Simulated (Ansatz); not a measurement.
# Several solutions for singlet NH

```xyz
2

N     0.0000    0.0000    0.0000
H     0.0000    0.0000    1.7680
```

Basis set: 6-31G (spherical functions). Charge 0, multiplicity 1.

PBE0 (unrestricted) was run from several starts with Ansatz (development build ahead of 0.2.0).

```json
{"run": "A", "program": "Ansatz", "start": "search for the lowest state", "converged": "yes", "energy (hartree)": "-55.01775", "<S²>": "1.12"}
{"run": "B", "program": "Ansatz", "start": "atomic start, no search", "converged": "yes", "energy (hartree)": "-54.94944", "<S²>": "0.00"}
{"run": "C", "program": "Ansatz", "start": "stability test followed", "converged": "yes", "energy (hartree)": "-55.01775", "<S²>": "1.12"}
```

Which runs reached the lowest solution of this kind, and what is wrong with the others?

A, C reached the lowest solution found. Converged but too high: B by 1.86 eV. Convergence only shows a stationary point, and even a stable one can lie too high; stability tests and further starts are what find lower ones. Caution: another spin multiplicity may lie lower. Caution: the unrestricted determinant is a mixture of spin states.
